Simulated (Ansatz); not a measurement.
Reaction: BNH4 (SMILES BN) → BH2 (SMILES [BH2], doublet) + NH2 (SMILES [NH2], doublet) (the B-N bond breaks)
Each species at its own B3LYP-D3(BJ)/def2-TZVP minimum (Ansatz, a program for electronic structure).

Total energies in hartree (Ansatz). UHF or UKS for unpaired electrons; spin-orbit terms are left out. Correlated methods leave the cores frozen. No relativity.

| species | HF/cc-pVTZ | CCSD(T)/cc-pVTZ | HF/cc-pVQZ | CCSD(T)/cc-pVQZ | CCSDT(Q)/cc-pVTZ |
|---|---|---|---|---|---|
| 1: BNH4 (SMILES BN) | -81.52660 | -81.88933 | -81.53287 | -81.91470 | -81.89031 |
| 2: BH2 (SMILES [BH2], doublet) | -25.76030 | -25.86304 | -25.76199 | -25.86898 | -25.86351 |
| 3: NH2 (SMILES [NH2], doublet) | -55.58579 | -55.79359 | -55.59045 | -55.81078 | -55.79420 |

Work out the bond dissociation energy (electronic) in kJ/mol: take Hartree-Fock from cc-pVQZ, extrapolate the CCSD(T) correlation energy as X^-3 (X = 3, 4), and add CCSDT(Q) - CCSD(T) in cc-pVTZ. 1 hartree = 2625.5 kJ/mol.


Species 1: correlation (64·(-0.38183) - 27·(-0.36273))/37 = -0.39577; step -0.00098; E1 = -81.53287 + (-0.39577) + (-0.00098) = -81.92962
Species 2: correlation (64·(-0.10699) - 27·(-0.10274))/37 = -0.11009; step -0.00047; E2 = -25.76199 + (-0.11009) + (-0.00047) = -25.87255
Species 3: correlation (64·(-0.22033) - 27·(-0.20780))/37 = -0.22947; step -0.00061; E3 = -55.59045 + (-0.22947) + (-0.00061) = -55.82053
-1·E1 +1·E2 +1·E3 = 0.23654 hartree = 621.0 kJ/mol.
